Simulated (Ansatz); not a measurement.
Program: Ansatz. Geometries: PBE0-D4/def2-TZVP. ΔE: electronic, gas phase. CCSD(T)/CBS is frozen-core, at the limit of the def2 triple- and quadruple-zeta sets. Functionals use def2-TZVPP. Open shells (•) are unrestricted, without spin–orbit coupling. Spin–orbit coupling would lower the free atoms: a little for Al.

Consider the atomization: `[AlH]` → Al• + H•.

Q: What is ΔE at CCSD(T)/CBS? (Estimate.)

A: The calculation gave: +308.7 kJ/mol.

Q: What do these levels give: revPBE-D4, PBE0-D4, revPBE, r2SCAN0, MP2/def2-SVP, MP2/def2-QZVPP, CCSD/def2-QZVPP, HF/cc-pV(D+d)Z, CCSD(T)/cc-pV(D+d)Z, CCSD(T)/cc-pV(T+d)Z, HF/cc-pV(Q+d)Z, CCSD/CBS(cc)? (Estimate.)

A: Ansatz gave: revPBE-D4 291.8, PBE0-D4 289.9, revPBE 287.4, r2SCAN0 289.3, MP2/def2-SVP 276.2, MP2/def2-QZVPP 292.8, CCSD/def2-QZVPP 305.4, HF/cc-pV(D+d)Z 217.0, CCSD(T)/cc-pV(D+d)Z 287.5, CCSD(T)/cc-pV(T+d)Z 302.3, HF/cc-pV(Q+d)Z 219.6, CCSD/CBS(cc) 308.1 kJ/mol.

Largest T1 diagnostic among the species: 0.018.

In def2-TZVPP, CCSD(T) changes the Hartree–Fock value by +83.3 kJ/mol (the triples alone add +0.7 kJ/mol) and MP2 by +69.0 kJ/mol; breaking electron pairs costs correlation energy, which Hartree–Fock lacks. At CCSD(T), def2-SVP lies −16.0 kJ/mol from the extrapolated value and def2-TZVPP −5.9 kJ/mol: correlation converges slowly with the basis, and small sets miss more of it in the bonded molecule than in its fragments. Leaving LDA and LC-ωPBE aside and taking each functional with its dispersion term where it has one, the values, not all of them listed here, spread over 40.3 kJ/mol, from r2SCAN0-D4 to B97M-V. LDA lies +34.7 kJ/mol from PBE without D4, its usual overbinding.
